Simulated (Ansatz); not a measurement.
fcc against bcc along the alkali metals

Computed with DFT, BLYP, plane waves (420 eV) with PAW, scalar-relativistic in Ansatz 0.2.0. (PAW data from PBE, frozen cores regenerated.)

Each structure is relaxed within its symmetry, in the lowest magnetic state of the tried starts. Differences under about 8 meV lie within the error of the k-point mesh.

```tsv
element	E(fcc) − E(bcc) (meV/atom)	V(fcc) (Å³/atom)	V(bcc) (Å³/atom)	state of fcc	state of bcc
Li	-2	20.02	20.04	spin not included	spin not included
Na	-1	37.42	37.25	spin not included	spin not included
K	-1	75.93	75.43	spin not included	spin not included
Rb	?	?	?	?	?
Cs	-4	124.50	124.28	spin not included	spin not included
```

Problem. Fill in the row of Rb.

Solution. E(fcc) − E(bcc) (meV/atom): -3; V(fcc) (Å³/atom): 95.87; V(bcc) (Å³/atom): 95.42; state of fcc: spin not included; state of bcc: spin not included.
